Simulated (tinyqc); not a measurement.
Worked calculation (part 2 of 3): UHF in the sto-3g basis, for H3O+, spin multiplicity 1. Computed by tinyqc, a small Python program that keeps every step (integrals from PySCF). Command: `OMP_NUM_THREADS=1 python tinyqc.py 27226 27227 out.jsonl` (the two numbers bound the seeds that draw the settings). One thread of a shared host (Intel(R) Xeon(R) Processor @ 2.60GHz), about 0.1 s of CPU time with the checks.

Geometry (angstrom):
```
atom        x        y       z
O      0.0000   0.0000  0.0770
H      0.9820   0.0000  0.0000
H     -0.4910   0.8510  0.0000
H     -0.4910  -0.8510  0.0000
```

## Iteration 1: diagonalisation and new density

F(alpha) (hartree), lower triangle:
```
           1O 1s    1O 2s   1O 2px   1O 2py   1O 2pz    2H 1s    3H 1s    4H 1s
1O 1s   -19.4335
1O 2s    -5.0210  -2.4281
1O 2px    0.0021   0.0176  -0.4546
1O 2py    0.0000   0.0000   0.0000  -0.4585
1O 2pz    0.0017   0.0422  -0.0178   0.0000  -0.1884
2H 1s    -1.0886  -0.9171  -0.3926   0.0000  -0.0680  -0.5023
3H 1s    -1.0881  -0.9198   0.2098  -0.3504   0.0887  -0.2913  -0.5330
4H 1s    -1.0881  -0.9198   0.2098   0.3504   0.0887  -0.2913  -0.3074  -0.5330
```

F(beta) (hartree), lower triangle:
```
           1O 1s    1O 2s   1O 2px   1O 2py   1O 2pz    2H 1s    3H 1s    4H 1s
1O 1s   -19.4335
1O 2s    -5.0209  -2.4277
1O 2px    0.0013   0.0168  -0.4523
1O 2py    0.0000   0.0000   0.0000  -0.4606
1O 2pz    0.0013   0.0435   0.0168   0.0000  -0.1889
2H 1s    -1.0890  -0.9053  -0.3912   0.0000   0.1508  -0.5036
3H 1s    -1.0879  -0.9247   0.2094  -0.3513  -0.0041  -0.2913  -0.5324
4H 1s    -1.0879  -0.9247   0.2094   0.3513  -0.0041  -0.2913  -0.3073  -0.5324
```

X, lower triangle:
```
          1O 1s    1O 2s   1O 2px   1O 2py  1O 2pz    2H 1s    3H 1s   4H 1s
1O 1s    1.0250
1O 2s   -0.1500   1.3117
1O 2px   0.0000   0.0002   1.1228
1O 2py   0.0000   0.0000   0.0000   1.1227
1O 2pz   0.0017  -0.0186   0.0000   0.0000  1.0012
2H 1s    0.0202  -0.2655  -0.2723   0.0000  0.0171   1.1940
3H 1s    0.0202  -0.2652   0.1360  -0.2357  0.0171  -0.0649   1.1937
4H 1s    0.0202  -0.2652   0.1360   0.2357  0.0171  -0.0649  -0.0648  1.1937
```

Diagonalise F' = X^T F X, C = X C', fill 5 alpha and 5 beta electrons from the bottom; D(s) = C_occ C_occ^T. Each column has its largest component positive (the first on a tie).

F' = X^T F X (alpha) (hartree), lower triangle:
```
          1        2        3        4        5        6        7        8
1  -19.0478
2   -2.6646  -1.2169
3   -0.0002   0.0195  -0.2300
4    0.0000   0.0000   0.0000  -0.2321
5    0.0024   0.0181   0.0226   0.0000  -0.1866
6   -0.1690  -0.4084  -0.3941   0.0000  -0.1029  -0.0513
7   -0.1697  -0.3948   0.1995  -0.3459   0.0863  -0.0694  -0.0789
8   -0.1697  -0.3948   0.1995   0.3459   0.0863  -0.0694  -0.0865  -0.0789
```

orbital energies (alpha) (hartree): MO1 -19.4454, MO2 -1.2331, MO3 -0.6257, MO4 -0.6159, MO5 -0.2040, MO6 0.1928, MO7 0.3913, MO8 0.4174

coefficients C (alpha):
```
            MO1      MO2      MO3      MO4      MO5      MO6      MO7      MO8
1O 1s    0.9928  -0.2435  -0.0108   0.0000  -0.0169  -0.1696   0.0000   0.0154
1O 2s    0.0329   0.8704   0.0448   0.0000   0.0826   1.0857   0.0000  -0.0910
1O 2px  -0.0002  -0.0222   0.6401   0.0000  -0.3364  -0.0595   0.0000  -0.9192
1O 2py   0.0000   0.0000   0.0000   0.6776   0.0000   0.0000   0.9553   0.0000
1O 2pz  -0.0007  -0.0364   0.1796   0.0000   0.9535  -0.1212   0.0000  -0.2150
2H 1s   -0.0060   0.0930   0.4351   0.0000   0.1139  -0.6010   0.0000   1.0036
3H 1s   -0.0061   0.1074  -0.2237   0.3639  -0.0962  -0.6888  -0.8456  -0.4309
4H 1s   -0.0061   0.1074  -0.2237  -0.3639  -0.0962  -0.6888   0.8456  -0.4309
```

F' = X^T F X (beta) (hartree), lower triangle:
```
          1        2        3        4        5        6        7        8
1  -19.0478
2   -2.6644  -1.2175
3   -0.0002   0.0130  -0.2284
4    0.0000   0.0000   0.0000  -0.2337
5    0.0025   0.0110  -0.0232   0.0000  -0.1861
6   -0.1710  -0.3933  -0.3916   0.0000   0.1605  -0.0529
7   -0.1688  -0.4014   0.1998  -0.3468  -0.0282  -0.0688  -0.0782
8   -0.1688  -0.4014   0.1998   0.3468  -0.0282  -0.0688  -0.0874  -0.0782
```

orbital energies (beta) (hartree): MO1 -19.4454, MO2 -1.2328, MO3 -0.6238, MO4 -0.6176, MO5 -0.2053, MO6 0.1931, MO7 0.3930, MO8 0.4161

coefficients C (beta):
```
            MO1      MO2      MO3      MO4      MO5      MO6      MO7      MO8
1O 1s    0.9928  -0.2435  -0.0052   0.0000  -0.0258  -0.1687   0.0000   0.0156
1O 2s    0.0329   0.8704   0.0199   0.0000   0.1319   1.0801   0.0000  -0.1075
1O 2px  -0.0001  -0.0195   0.6390   0.0000   0.3310  -0.1270   0.0000  -0.9151
1O 2py   0.0000   0.0000   0.0000   0.6788   0.0000   0.0000   0.9544   0.0000
1O 2pz  -0.0007  -0.0369  -0.1834   0.0000   0.9498  -0.1125   0.0000   0.2319
2H 1s   -0.0061   0.0902   0.4405   0.0000  -0.1833  -0.5437   0.0000   1.0237
3H 1s   -0.0061   0.1087  -0.2196   0.3629   0.0186  -0.7122  -0.8460  -0.4040
4H 1s   -0.0061   0.1087  -0.2196  -0.3629   0.0186  -0.7122   0.8460  -0.4040
```

D(alpha) after iteration 1, lower triangle:
```
          1O 1s    1O 2s   1O 2px   1O 2py   1O 2pz    2H 1s    3H 1s   4H 1s
1O 1s    1.0454
1O 2s   -0.1811   0.7675
1O 2px   0.0040  -0.0184   0.5233
1O 2py   0.0000   0.0000   0.0000   0.4591
1O 2pz  -0.0099   0.0551  -0.2049   0.0000   0.9427
2H 1s   -0.0353   0.1097   0.2381   0.0000   0.1833   0.2109
3H 1s   -0.0282   0.0753  -0.1132   0.2466  -0.1358  -0.0982   0.2033
4H 1s   -0.0282   0.0753  -0.1132  -0.2466  -0.1358  -0.0982  -0.0616  0.2033
```

D(beta) after iteration 1, lower triangle:
```
          1O 1s   1O 2s   1O 2px   1O 2py   1O 2pz    2H 1s    3H 1s   4H 1s
1O 1s    1.0457
1O 2s   -0.1828  0.7764
1O 2px  -0.0072  0.0394   0.5183
1O 2py   0.0000  0.0000   0.0000   0.4607
1O 2pz  -0.0152  0.0895   0.1979   0.0000   0.9372
2H 1s   -0.0256  0.0630   0.2191   0.0000  -0.2582   0.2358
3H 1s   -0.0319  0.0925  -0.1363   0.2463   0.0539  -0.0903   0.1921
4H 1s   -0.0319  0.0925  -0.1363  -0.2463   0.0539  -0.0903  -0.0712  0.1921
```

## Iteration 2: building the Fock matrix

core Hamiltonian H = T + V (hartree), lower triangle:
```
           1O 1s    1O 2s   1O 2px   1O 2py   1O 2pz    2H 1s    3H 1s    4H 1s
1O 1s   -33.2264
1O 2s    -7.7325  -9.8371
1O 2px    0.0000  -0.0002  -8.1003
1O 2py    0.0000   0.0000   0.0000  -8.1003
1O 2pz    0.0034   0.0408   0.0000   0.0000  -7.9279
2H 1s    -1.6626  -3.7473  -2.6206   0.0000   0.2168  -5.2454
3H 1s    -1.6607  -3.7442   1.3088  -2.2685   0.2166  -1.3025  -5.2435
4H 1s    -1.6607  -3.7442   1.3088   2.2685   0.2166  -1.3025  -1.3008  -5.2435
```

nuclear repulsion = 13.822285 hartree

Given earlier and not repeated: Two-electron integrals (ij|kl) in chemists' order.

J_ij = sum D_kl (ij|kl) with D = D(alpha) + D(beta), K_ij = sum D_kl (ik|jl) for each spin; F = H + J - K(s); E = tr D H + tr D J / 2 - 0.5 sum_s tr D(s) K(s) + E_nn.

Coulomb J (hartree), lower triangle:
```
          1O 1s   1O 2s   1O 2px   1O 2py   1O 2pz   2H 1s   3H 1s   4H 1s
1O 1s   17.1908
1O 2s    3.2377  8.1137
1O 2px   0.0003  0.0011   8.1108
1O 2py   0.0000  0.0000   0.0000   8.1044
1O 2pz   0.0028  0.0015  -0.0005   0.0000   8.1020
2H 1s    0.6959  3.0969   2.3754   0.0000  -0.1871  4.9327
3H 1s    0.6950  3.0932  -1.1854   2.0540  -0.1866  1.0812  4.9253
4H 1s    0.6950  3.0932  -1.1854  -2.0540  -0.1866  1.0812  1.0796  4.9253
```

exchange K(alpha) (hartree), lower triangle:
```
          1O 1s    1O 2s   1O 2px   1O 2py   1O 2pz   2H 1s   3H 1s   4H 1s
1O 1s    4.8744
1O 2s    0.8264   1.2825
1O 2px  -0.0004  -0.0091   0.9597
1O 2py   0.0000   0.0000   0.0000   0.9362
1O 2pz  -0.0005   0.0089  -0.0938   0.0000   1.0786
2H 1s    0.1840   0.5469   0.4060   0.0000  -0.0051  0.5551
3H 1s    0.1841   0.5461  -0.2044   0.3549  -0.0496  0.1581  0.5615
4H 1s    0.1841   0.5461  -0.2044  -0.3549  -0.0496  0.1581  0.1596  0.5615
```

exchange K(beta) (hartree), lower triangle:
```
          1O 1s   1O 2s   1O 2px   1O 2py   1O 2pz   2H 1s   3H 1s   4H 1s
1O 1s    4.8746
1O 2s    0.8261  1.2829
1O 2px  -0.0001  0.0118   0.9566
1O 2py   0.0000  0.0000   0.0000   0.9380
1O 2pz  -0.0005  0.0191   0.0905   0.0000   1.0766
2H 1s    0.1840  0.5456   0.4050   0.0000  -0.0673  0.5633
3H 1s    0.1840  0.5461  -0.2060   0.3546  -0.0232  0.1586  0.5583
4H 1s    0.1840  0.5461  -0.2060  -0.3546  -0.0232  0.1586  0.1591  0.5583
```

F(alpha) (hartree), lower triangle:
```
           1O 1s    1O 2s   1O 2px   1O 2py   1O 2pz    2H 1s    3H 1s    4H 1s
1O 1s   -20.9100
1O 2s    -5.3211  -3.0060
1O 2px    0.0007   0.0100  -0.9492
1O 2py    0.0000   0.0000   0.0000  -0.9321
1O 2pz    0.0067   0.0334   0.0934   0.0000  -0.9044
2H 1s    -1.1507  -1.1972  -0.6512   0.0000   0.0349  -0.8679
3H 1s    -1.1497  -1.1971   0.3278  -0.5694   0.0795  -0.3794  -0.8798
4H 1s    -1.1497  -1.1971   0.3278   0.5694   0.0795  -0.3794  -0.3808  -0.8798
```

F(beta) (hartree), lower triangle:
```
           1O 1s    1O 2s   1O 2px   1O 2py   1O 2pz    2H 1s    3H 1s    4H 1s
1O 1s   -20.9102
1O 2s    -5.3208  -3.0063
1O 2px    0.0004  -0.0109  -0.9461
1O 2py    0.0000   0.0000   0.0000  -0.9339
1O 2pz    0.0067   0.0232  -0.0909   0.0000  -0.9024
2H 1s    -1.1508  -1.1960  -0.6502   0.0000   0.0970  -0.8760
3H 1s    -1.1496  -1.1971   0.3294  -0.5691   0.0532  -0.3799  -0.8765
4H 1s    -1.1496  -1.1971   0.3294   0.5691   0.0532  -0.3799  -0.3803  -0.8765
```

total energy of this density = -75.266707 hartree

## Iteration 2: DIIS over 2 matrices

error matrix X^T (FDS - SDF) X (alpha):
```
         1        2        3        4        5        6        7        8
1   0.0000  -0.0240  -0.0014   0.0000   0.0027   0.0248   0.0221   0.0221
2   0.0240   0.0000   0.0066   0.0000   0.0030  -0.0147  -0.0037  -0.0037
3   0.0014  -0.0066   0.0000   0.0000  -0.0762  -0.0179   0.0107   0.0107
4   0.0000   0.0000   0.0000   0.0000   0.0000   0.0000  -0.0280   0.0280
5  -0.0027  -0.0030   0.0762   0.0000   0.0000  -0.0857   0.0478   0.0478
6  -0.0248   0.0147   0.0179   0.0000   0.0857   0.0000  -0.0015  -0.0015
7  -0.0221   0.0037  -0.0107   0.0280  -0.0478   0.0015   0.0000   0.0000
8  -0.0221   0.0037  -0.0107  -0.0280  -0.0478   0.0015   0.0000   0.0000
```

B (overlaps of the stored error matrices):
```
                1               2
1   2.6407171e+00  -1.3069631e-01
2  -1.3069631e-01   8.8428024e-02
```

Minimise |sum c_i e_i|^2 with sum c_i = 1: solve [B -1; -1 0][c; lambda] = [0; -1] with B_ij = tr e_i^T e_j summed over both spins, and take F = sum c_i F_i.

DIIS coefficients: 0.0733  0.9267

extrapolated F(alpha) (hartree), lower triangle:
```
           1O 1s    1O 2s   1O 2px   1O 2py   1O 2pz    2H 1s    3H 1s    4H 1s
1O 1s   -20.8019
1O 2s    -5.2991  -2.9636
1O 2px    0.0008   0.0105  -0.9130
1O 2py    0.0000   0.0000   0.0000  -0.8974
1O 2pz    0.0063   0.0340   0.0852   0.0000  -0.8520
2H 1s    -1.1462  -1.1767  -0.6322   0.0000   0.0273  -0.8411
3H 1s    -1.1452  -1.1768   0.3191  -0.5534   0.0802  -0.3729  -0.8544
4H 1s    -1.1452  -1.1768   0.3191   0.5534   0.0802  -0.3729  -0.3754  -0.8544
```

extrapolated F(beta) (hartree), lower triangle:
```
           1O 1s    1O 2s   1O 2px   1O 2py   1O 2pz    2H 1s    3H 1s    4H 1s
1O 1s   -20.8020
1O 2s    -5.2988  -2.9639
1O 2px    0.0005  -0.0089  -0.9099
1O 2py    0.0000   0.0000   0.0000  -0.8993
1O 2pz    0.0063   0.0247  -0.0830   0.0000  -0.8502
2H 1s    -1.1463  -1.1747  -0.6312   0.0000   0.1009  -0.8488
3H 1s    -1.1451  -1.1772   0.3206  -0.5532   0.0490  -0.3734  -0.8513
4H 1s    -1.1451  -1.1772   0.3206   0.5532   0.0490  -0.3734  -0.3750  -0.8513
```

## Iteration 2: diagonalisation and new density

As before.

F' = X^T F X (alpha) (hartree), lower triangle:
```
          1        2        3        4        5        6        7        8
1  -20.4150
2   -2.7255  -1.6356
3   -0.0006   0.0125  -0.6220
4    0.0000   0.0000   0.0000  -0.5987
5    0.0090  -0.0039   0.1100   0.0000  -0.8489
6   -0.1698  -0.5016  -0.5260   0.0000  -0.0282  -0.2718
7   -0.1702  -0.4940   0.2625  -0.4639   0.0729  -0.0779  -0.2842
8   -0.1702  -0.4940   0.2625   0.4639   0.0729  -0.0779  -0.0825  -0.2842
```

orbital energies (alpha) (hartree): MO1 -20.8109, MO2 -1.7476, MO3 -1.0955, MO4 -1.0856, MO5 -0.8600, MO6 0.0718, MO7 0.2822, MO8 0.2852

coefficients C (alpha):
```
            MO1      MO2      MO3      MO4      MO5      MO6      MO7      MO8
1O 1s    0.9939  -0.2421   0.0003   0.0000  -0.0171  -0.1660   0.0051   0.0000
1O 2s    0.0279   0.8816  -0.0034   0.0000   0.0830   1.0811  -0.0297   0.0000
1O 2px  -0.0001  -0.0079   0.7183   0.0000   0.0184  -0.0176  -0.9247   0.0000
1O 2py   0.0000   0.0000   0.0000   0.7029   0.0000   0.0000   0.0000   0.9368
1O 2pz  -0.0008  -0.0345  -0.1740   0.0000   0.9740  -0.1030  -0.1135   0.0000
2H 1s   -0.0051   0.0934   0.3632   0.0000   0.1576  -0.6463   0.9981   0.0000
3H 1s   -0.0051   0.0974  -0.1766   0.3411  -0.1133  -0.6701  -0.4778  -0.8550
4H 1s   -0.0051   0.0974  -0.1766  -0.3411  -0.1133  -0.6701  -0.4778   0.8550
```

F' = X^T F X (beta) (hartree), lower triangle:
```
          1        2        3        4        5        6        7        8
1  -20.4152
2   -2.7250  -1.6367
3    0.0021  -0.0148  -0.6183
4    0.0000   0.0000   0.0000  -0.6010
5    0.0106  -0.0191  -0.1071   0.0000  -0.8464
6   -0.1710  -0.4910  -0.5213   0.0000   0.1119  -0.2822
7   -0.1697  -0.4984   0.2675  -0.4638   0.0126  -0.0785  -0.2800
8   -0.1697  -0.4984   0.2675   0.4638   0.0126  -0.0785  -0.0820  -0.2800
```

orbital energies (beta) (hartree): MO1 -20.8110, MO2 -1.7473, MO3 -1.0946, MO4 -1.0857, MO5 -0.8603, MO6 0.0724, MO7 0.2801, MO8 0.2867

coefficients C (beta):
```
            MO1      MO2      MO3      MO4      MO5      MO6      MO7      MO8
1O 1s    0.9939  -0.2421  -0.0031   0.0000  -0.0177  -0.1658  -0.0027   0.0000
1O 2s    0.0279   0.8821   0.0190   0.0000   0.0930   1.0801   0.0126   0.0000
1O 2px   0.0000   0.0058   0.7155   0.0000  -0.0165  -0.0046  -0.9271   0.0000
1O 2py   0.0000   0.0000   0.0000   0.7049   0.0000   0.0000   0.0000   0.9353
1O 2pz  -0.0008  -0.0264   0.1682   0.0000   0.9735  -0.1192   0.1129   0.0000
2H 1s   -0.0051   0.0944   0.3533   0.0000  -0.2120  -0.6637   0.9799   0.0000
3H 1s   -0.0051   0.0968  -0.1924   0.3393   0.0538  -0.6608  -0.4949  -0.8557
4H 1s   -0.0051   0.0968  -0.1924  -0.3393   0.0538  -0.6608  -0.4949   0.8557
```

D(alpha) after iteration 2, lower triangle:
```
          1O 1s    1O 2s   1O 2px   1O 2py   1O 2pz    2H 1s    3H 1s   4H 1s
1O 1s    1.0468
1O 2s   -0.1871   0.7850
1O 2px   0.0018  -0.0079   0.5164
1O 2py   0.0000   0.0000   0.0000   0.4941
1O 2pz  -0.0091   0.0510  -0.1068   0.0000   0.9801
2H 1s   -0.0303   0.0941   0.2630   0.0000   0.0871   0.1655
3H 1s   -0.0268   0.0769  -0.1297   0.2398  -0.0830  -0.0729   0.1699
4H 1s   -0.0268   0.0769  -0.1297  -0.2398  -0.0830  -0.0729  -0.0628  0.1699
```

D(beta) after iteration 2, lower triangle:
```
          1O 1s   1O 2s   1O 2px   1O 2py   1O 2pz    2H 1s    3H 1s   4H 1s
1O 1s    1.0469
1O 2s   -0.1876  0.7879
1O 2px  -0.0033  0.0172   0.5122
1O 2py   0.0000  0.0000   0.0000   0.4969
1O 2pz  -0.0121  0.0704   0.1041   0.0000   0.9767
2H 1s   -0.0253  0.0702   0.2569   0.0000  -0.1494   0.1787
3H 1s   -0.0289  0.0866  -0.1380   0.2392   0.0174  -0.0702   0.1644
4H 1s   -0.0289  0.0866  -0.1380  -0.2392   0.0174  -0.0702  -0.0658  0.1644
```

## Iteration 10 (converged): orbitals

converged F(alpha) (hartree), lower triangle:
```
           1O 1s    1O 2s   1O 2px   1O 2py   1O 2pz    2H 1s    3H 1s    4H 1s
1O 1s   -20.8214
1O 2s    -5.3024  -2.9667
1O 2px    0.0000  -0.0002  -0.9026
1O 2py    0.0000   0.0000   0.0000  -0.9026
1O 2pz    0.0055   0.0285   0.0000   0.0000  -0.8901
2H 1s    -1.1476  -1.1854  -0.6475   0.0000   0.0624  -0.8604
3H 1s    -1.1463  -1.1844   0.3234  -0.5606   0.0624  -0.3778  -0.8597
4H 1s    -1.1463  -1.1844   0.3234   0.5606   0.0624  -0.3778  -0.3773  -0.8597
```

converged F(beta) (hartree), lower triangle:
```
           1O 1s    1O 2s   1O 2px   1O 2py   1O 2pz    2H 1s    3H 1s    4H 1s
1O 1s   -20.8214
1O 2s    -5.3024  -2.9667
1O 2px    0.0000  -0.0002  -0.9026
1O 2py    0.0000   0.0000   0.0000  -0.9026
1O 2pz    0.0055   0.0285   0.0000   0.0000  -0.8901
2H 1s    -1.1476  -1.1854  -0.6475   0.0000   0.0624  -0.8604
3H 1s    -1.1463  -1.1844   0.3234  -0.5606   0.0624  -0.3778  -0.8597
4H 1s    -1.1463  -1.1844   0.3234   0.5606   0.0624  -0.3778  -0.3773  -0.8597
```

As before.

F' = X^T F X (alpha) (hartree), lower triangle:
```
          1        2        3        4        5        6        7        8
1  -20.4346
2   -2.7267  -1.6272
3    0.0000   0.0001  -0.5980
4    0.0000   0.0000   0.0000  -0.5980
5    0.0090  -0.0105   0.0000   0.0000  -0.8870
6   -0.1702  -0.5037  -0.5458   0.0000   0.0398  -0.2813
7   -0.1698  -0.5032   0.2727  -0.4725   0.0397  -0.0824  -0.2814
8   -0.1698  -0.5032   0.2727   0.4725   0.0397  -0.0824  -0.0823  -0.2814
```

orbital energies (alpha) (hartree): MO1 -20.8304, MO2 -1.7539, MO3 -1.0959, MO4 -1.0959, MO5 -0.8905, MO6 0.0798, MO7 0.2988, MO8 0.2991

coefficients C (alpha):
```
            MO1      MO2      MO3      MO4      MO5      MO6      MO7      MO8
1O 1s    0.9940  -0.2409   0.0001   0.0000  -0.0164  -0.1676   0.0000   0.0003
1O 2s    0.0277   0.8745  -0.0004   0.0000   0.0807   1.0874   0.0000  -0.0019
1O 2px   0.0000   0.0002   0.7012   0.0000   0.0001  -0.0010   0.0000  -0.9382
1O 2py   0.0000   0.0000   0.0000   0.7012   0.0000   0.0000   0.9381   0.0000
1O 2pz  -0.0007  -0.0307  -0.0001   0.0000   0.9962  -0.1016   0.0000   0.0002
2H 1s   -0.0050   0.1006   0.3958   0.0000  -0.0239  -0.6604   0.0000   0.9879
3H 1s   -0.0050   0.1005  -0.1979   0.3427  -0.0239  -0.6622  -0.8544  -0.4924
4H 1s   -0.0050   0.1005  -0.1979  -0.3427  -0.0239  -0.6622   0.8544  -0.4924
```

F' = X^T F X (beta) (hartree), lower triangle:
```
          1        2        3        4        5        6        7        8
1  -20.4346
2   -2.7267  -1.6272
3    0.0000   0.0001  -0.5980
4    0.0000   0.0000   0.0000  -0.5980
5    0.0090  -0.0105   0.0000   0.0000  -0.8870
6   -0.1702  -0.5037  -0.5458   0.0000   0.0398  -0.2813
7   -0.1698  -0.5032   0.2727  -0.4725   0.0397  -0.0824  -0.2814
8   -0.1698  -0.5032   0.2727   0.4725   0.0397  -0.0824  -0.0823  -0.2814
```

orbital energies (beta) (hartree): MO1 -20.8304, MO2 -1.7539, MO3 -1.0959, MO4 -1.0959, MO5 -0.8905, MO6 0.0798, MO7 0.2988, MO8 0.2991

coefficients C (beta):
```
            MO1      MO2      MO3      MO4      MO5      MO6      MO7      MO8
1O 1s    0.9940  -0.2409   0.0001   0.0000  -0.0164  -0.1676   0.0000   0.0003
1O 2s    0.0277   0.8745  -0.0004   0.0000   0.0807   1.0874   0.0000  -0.0019
1O 2px   0.0000   0.0002   0.7012   0.0000   0.0000  -0.0010   0.0000  -0.9382
1O 2py   0.0000   0.0000   0.0000   0.7012   0.0000   0.0000   0.9381   0.0000
1O 2pz  -0.0007  -0.0307   0.0000   0.0000   0.9962  -0.1016   0.0000   0.0002
2H 1s   -0.0050   0.1006   0.3958   0.0000  -0.0239  -0.6604   0.0000   0.9879
3H 1s   -0.0050   0.1005  -0.1979   0.3427  -0.0239  -0.6622  -0.8544  -0.4924
4H 1s   -0.0050   0.1005  -0.1979  -0.3427  -0.0239  -0.6622   0.8544  -0.4924
```

D(alpha) after iteration 10, lower triangle:
```
          1O 1s    1O 2s   1O 2px   1O 2py   1O 2pz    2H 1s    3H 1s   4H 1s
1O 1s    1.0463
1O 2s   -0.1844   0.7721
1O 2px   0.0000  -0.0001   0.4916
1O 2py   0.0000   0.0000   0.0000   0.4916
1O 2pz  -0.0096   0.0535   0.0000   0.0000   0.9933
2H 1s   -0.0288   0.0858   0.2775   0.0000  -0.0269   0.1673
3H 1s   -0.0288   0.0859  -0.1387   0.2403  -0.0269  -0.0676   0.1673
4H 1s   -0.0288   0.0859  -0.1387  -0.2403  -0.0269  -0.0676  -0.0676  0.1673
```

D(beta) after iteration 10, lower triangle:
```
          1O 1s    1O 2s   1O 2px   1O 2py   1O 2pz    2H 1s    3H 1s   4H 1s
1O 1s    1.0463
1O 2s   -0.1844   0.7721
1O 2px   0.0000  -0.0001   0.4916
1O 2py   0.0000   0.0000   0.0000   0.4916
1O 2pz  -0.0096   0.0535   0.0000   0.0000   0.9933
2H 1s   -0.0288   0.0858   0.2775   0.0000  -0.0269   0.1674
3H 1s   -0.0288   0.0859  -0.1387   0.2403  -0.0269  -0.0676   0.1673
4H 1s   -0.0288   0.0859  -0.1387  -0.2403  -0.0269  -0.0676  -0.0676  0.1673
```
